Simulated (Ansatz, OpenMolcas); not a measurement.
## A ladder of methods for PH2 (SMILES [PH2])

PH2 has 3 atoms, charge 0, and is taken as a doublet. SMILES: `[PH2]`. Geometry: relaxed at GFN2-xTB.

```xyz
3

P     0.5145   -0.3028    0.2527
H     0.1115    1.0274    0.1724
H    -0.6260   -0.7246   -0.4251
```

Each level gives the energy change with the P1–H3 bond stretched from 1.392 to 1.740 Å (eV). The values are calculated.

```csv
level,kind,program,value (eV),less FCI/6-31G*
UHF/6-31G* (spherical functions),Hartree–Fock,Ansatz,0.78,+0.22
U-revPBE/6-31G* (spherical functions),GGA,Ansatz,0.52,-0.04
U-r2SCAN/6-31G* (spherical functions),meta-GGA,Ansatz,0.61,+0.05
UPBE0/6-31G* (spherical functions),global hybrid,Ansatz,0.63,+0.07
UCAM-B3LYP/6-31G* (spherical functions),range-separated hybrid,Ansatz,0.65,+0.09
RPA@PBE/6-31G* (spherical functions),RPA,Ansatz,0.55,-0.01
UMP2/6-31G* (spherical functions),perturbation theory,Ansatz,0.69,+0.13
UBCCD(T)/6-31G* (spherical functions),coupled cluster or CI,Ansatz,0.57,+0.01
FCI/3-21G,exact in the basis,OpenMolcas,0.34,-0.22
FCI/6-31G* (spherical functions),exact in the basis,Ansatz,0.56,0.00
```

FCI/6-31G* (spherical functions) is exact within its basis and frozen core, so for wave-function methods in that basis the difference is their error; functionals converge differently with the basis, so for them it is only a difference. The first shape isn't each level's own minimum. The values span 0.34 to 0.78 eV. High-level rows in very small sets aren't better than simpler rows in larger ones.
